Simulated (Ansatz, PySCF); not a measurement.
formaldehyde (CH₂O), SMILES C=O.

Geometry optimised at r2SCAN-D4/def2-TZVPD.

Two levels are set side by side: PBE/def2-TZVPD (Ansatz, a first-principles code) and EOM-CCSD/aug-cc-pVDZ (PySCF). PBE by ΔSCF, the other level by its IP root; same geometry, the bases differ. Differences are taken from unrounded values.

```
quantity                           PBE
-------------------------------  -----
vertical ionisation energy (eV)  10.74
```

### Question
These are the PBE values. What does EOM-CCSD give? (An estimate is asked for; the answer gives what the named calculation found.)

### Answer

```csv
quantity,EOM-CCSD,PBE minus EOM-CCSD
vertical ionisation energy (eV),10.61,0.12
```

Here PBE gives about what the other level gives.
